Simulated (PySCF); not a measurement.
**TDDFT excited states: C3H7FO2**

C₃H₇FO₂.
SMILES: `FCOCOC`

Level of theory: TDDFT wB97X-D/def2-SVPD, vertical, gas phase, core orbitals frozen in the response in PySCF. Isolated species at its GFN2-xTB geometry (one conformer only). Torsions of this conformer, `[CH3:1][O:2][CH2:3][O:4][CH2:5][F:6]`: C1–O2–C3–O4 69°, O2–C3–O4–C5 69°, C3–O4–C5–F6 75°.

```json
{"state": "S1", "λ (nm)": "151.4", "E (eV)": "8.19", "f": "0.0089", "main configurations (H = HOMO, L = LUMO)": "H→L (85%)"}
{"state": "S2", "λ (nm)": "139.0", "E (eV)": "8.92", "f": "0.019", "main configurations (H = HOMO, L = LUMO)": "H-1→L (77%)"}
{"state": "S3", "λ (nm)": "138.4", "E (eV)": "8.96", "f": "0.034", "main configurations (H = HOMO, L = LUMO)": "H→L+1 (59%), H→L+3 (15%)"}
{"state": "S4", "λ (nm)": "135.1", "E (eV)": "9.18", "f": "0.016", "main configurations (H = HOMO, L = LUMO)": "H-2→L (66%), H-2→L+1 (8%)"}
{"state": "S5", "λ (nm)": "134.2", "E (eV)": "9.24", "f": "0.049", "main configurations (H = HOMO, L = LUMO)": "H→L+2 (60%), H→L+3 (15%), H-2→L (8%)"}
{"state": "S6", "λ (nm)": "130.3", "E (eV)": "9.52", "f": "0.026", "main configurations (H = HOMO, L = LUMO)": "H→L+3 (38%), H→L+1 (12%)"}
{"state": "S7", "λ (nm)": "129.5", "E (eV)": "9.58", "f": "0.0013", "main configurations (H = HOMO, L = LUMO)": "H-1→L+1 (31%), H→L+4 (27%), H-3→L (12%)"}
{"state": "S8", "λ (nm)": "128.3", "E (eV)": "9.66", "f": "0.046", "main configurations (H = HOMO, L = LUMO)": "H-1→L+2 (26%), H→L+4 (21%), H→L+5 (17%)"}
```

Triplets, Tamm–Dancoff:

```
state  E (eV)  λ (nm)  main configurations (H = HOMO, L = LUMO)
   T1    8.07   153.6                                 H→L (76%)
   T2    8.68   142.9     H→L+1 (44%), H→L+3 (14%), H→L+4 (11%)
   T3    8.80   140.9                               H-1→L (70%)
```

The lowest singlet comes at 151 nm (790 kJ/mol) in the vacuum ultraviolet; it is weak; its leading configuration is HOMO→LUMO (85%). The most intense listed level is S5 at 9.24 eV (134 nm, f = 0.049), 1.05 eV above S1. Löwdin shares by element: HOMO oxygen 68%, carbon 12% or more, hydrogen 6% or more; LUMO carbon 48%, oxygen 7% or more (atoms not listed hold the other 45%). Orbital energies (eV): HOMO-3 -11.97, HOMO-2 -11.12, HOMO-1 -10.87, HOMO -10.27, LUMO 2.28, LUMO+1 2.97, LUMO+2 3.08. The listed states span 1.47 eV, and the widest gap between neighbours is 0.73 eV (S1 to S2). Of the 8 states listed, 6 reach f = 0.01 and none stays under 0.0005. No computed singlet lies in the visible range (380 to 750 nm); the lowest, at 151 nm, stands 4.93 eV above its violet end (3.26 eV). The window holds the lowest 8 singlets.
